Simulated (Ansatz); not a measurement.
Harmonic frequencies (cm⁻¹) at PBE0-D4/def2-TZVP from Ansatz: 173, 332, 374, 483, 655, 821, 1549, 3593, 3695.

Each molecule was computed in one conformer, which needn't be the lowest.

**Question.** Which molecule is it?
A. `[NH2][Al][Cl]`•
B. `[CH3][Mg]`•
C. `S[B]Cl`•
D. `F[B]S`•

**Answer.** A.
